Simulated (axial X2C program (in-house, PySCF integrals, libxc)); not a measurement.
## BH: properties at the nuclei

Computed with an in-house all-electron X2C program for linear molecules (integrals from PySCF): two-component X2C with atomic mean-field Coulomb and Gaunt terms, Gaussian nuclei, basis B dyall-v3z, H dyall-v3z with contracted cores.

R = 1.241 Å (near the PBE0 minimum at charge 0 of the determinant lowest at the starting distance; the state shown can have its own minimum elsewhere).

Input and command:
```json
{"zs": [5, 1], "q": 0, "bas": ["dyall-v3z", "dyall-v3z"], "r0": 1.17, "levels": ["PBE0", "HF", "PBE", "PBE50", "r2SCAN"], "nst": 3}
```
```bash
python soeom.py task.json out
```

Keys: zs atomic numbers; q charge; bas basis sets; r0 starting distance in Å; levels methods; nst determinants followed.

Determinant lowest in the PBE0 search, Ω = 0 (closed shell), highest spinor 56% B p, 31% B s, 9% H s:

| level | qzz B (a.u.) | qzz H (a.u.) | μ (D) |
| --- | --- | --- | --- |
| PBE0 | -0.79 | 0.15 | 1.56 |
| HF | -0.75 | 0.16 | 1.71 |
| PBE | -0.80 | 0.15 | 1.51 |
| PBE50 | -0.77 | 0.15 | 1.61 |
| r2SCAN | -0.80 | 0.15 | 1.57 |

qzz is the electric field gradient, eQq0 = 234.96 MHz × Q/barn × qzz; μ is positive if the H end (last atom) is positive. The operators were transformed with the bare-nucleus X2C matrices; with these basis sets, hyperfine constants and field gradients can be off by tens of per cent, and where levels differ in sign neither size nor sign is settled.

Q: With Q(11B) = 0.04059 barn (Q from Pyykkö, Mol. Phys. 2018), turn the PBE0 values of the first state into constants in MHz.

A: eQq0(11B) = 234.96 × (0.04059) × (-0.79) = -7.53 MHz.

Each state is one determinant with collinear spin. The search compared states at one distance, so a state with another bond length can lie lower. Further determinants of the search, some of them spin-mixed, are not shown.
